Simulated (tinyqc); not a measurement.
Inside a calculation. Method: Hueckel theory of the pi electrons, for the molecule C=CC=CC=C (SMILES; centres numbered as the heavy atoms are written). Computed by tinyqc, a small Python program that keeps every step. Settings: charge = 0. Command: `OMP_NUM_THREADS=1 python tinyqc.py 23823 23824 out.jsonl` (the two numbers bound the seeds that draw the settings). One thread of a shared host (Intel(R) Xeon(R) Processor @ 2.60GHz), about 0.01 s of CPU time with the checks.

## The Hueckel matrix

Centres:

| centre | z_r, pi electrons of the neutral centre | h |
|---|---|---|
| 1C | 1 | 0.0000 |
| 2C | 1 | 0.0000 |
| 3C | 1 | 0.0000 |
| 4C | 1 | 0.0000 |
| 5C | 1 | 0.0000 |
| 6C | 1 | 0.0000 |

Bonds:

| i | j | k |
|---|---|---|
| 1 | 2 | 1 |
| 2 | 3 | 1 |
| 3 | 4 | 1 |
| 4 | 5 | 1 |
| 5 | 6 | 1 |

H_rr = alpha + h_r beta, H_rs = k_rs beta for bonded centres.

Hueckel matrix in units of beta (H = alpha + beta A), lower triangle:
```
        1C      2C      3C      4C      5C      6C
1C  0.0000
2C  1.0000  0.0000
3C  0.0000  1.0000  0.0000
4C  0.0000  0.0000  1.0000  0.0000
5C  0.0000  0.0000  0.0000  1.0000  0.0000
6C  0.0000  0.0000  0.0000  0.0000  1.0000  0.0000
```

## Orbitals

pi electrons, sum of z_r less the charge = 6

Diagonalise; E = alpha + x beta with beta < 0, so the largest x are filled first; degenerate levels share their electrons. P = sum n_i c_ri c_si; each orbital has its largest coefficient positive (the first on a tie).

x values: 1.8019  1.2470  0.4450  -0.4450  -1.2470  -1.8019

occupations: 2.0000  2.0000  2.0000  0.0000  0.0000  0.0000

coefficients:
```
       MO1      MO2      MO3      MO4      MO5      MO6
1C  0.2319   0.4179   0.5211   0.5211  -0.4179   0.2319
2C  0.4179   0.5211   0.2319  -0.2319   0.5211  -0.4179
3C  0.5211   0.2319  -0.4179  -0.4179  -0.2319   0.5211
4C  0.5211  -0.2319  -0.4179   0.4179  -0.2319  -0.5211
5C  0.4179  -0.5211   0.2319   0.2319   0.5211   0.4179
6C  0.2319  -0.4179   0.5211  -0.5211  -0.4179  -0.2319
```

charge and bond-order matrix P, lower triangle:
```
         1C       2C       3C      4C      5C      6C
1C   1.0000
2C   0.8711   1.0000
3C   0.0000   0.4834   1.0000
4C  -0.3877   0.0000   0.7849  1.0000
5C   0.0000  -0.0863   0.0000  0.4834  1.0000
6C   0.3014   0.0000  -0.3877  0.0000  0.8711  1.0000
```

## Energy, charges, bond orders

E = sum n x; q_r = z_r - P_rr; bond order p = P_rs; free valence = sqrt(3) - sum of p over the bonds of the atom.

pi energy = 6 alpha + this times beta = 6.9879

pi charges: 1C 0.0000, 2C 0.0000, 3C 0.0000, 4C 0.0000, 5C 0.0000, 6C 0.0000

Bond orders and lengths from R = 1.517 - 0.180 p (angstrom, C-C alone):

| bond | p | R |
|---|---|---|
| 1-2 | 0.8711 | 1.3602 |
| 2-3 | 0.4834 | 1.4300 |
| 3-4 | 0.7849 | 1.3757 |
| 4-5 | 0.4834 | 1.4300 |
| 5-6 | 0.8711 | 1.3602 |

free valence of the carbons: 1C 0.8609, 2C 0.3775, 3C 0.4638, 4C 0.4638, 5C 0.3775, 6C 0.8609

gap between the highest filled and the next level = 0.8901 |beta|
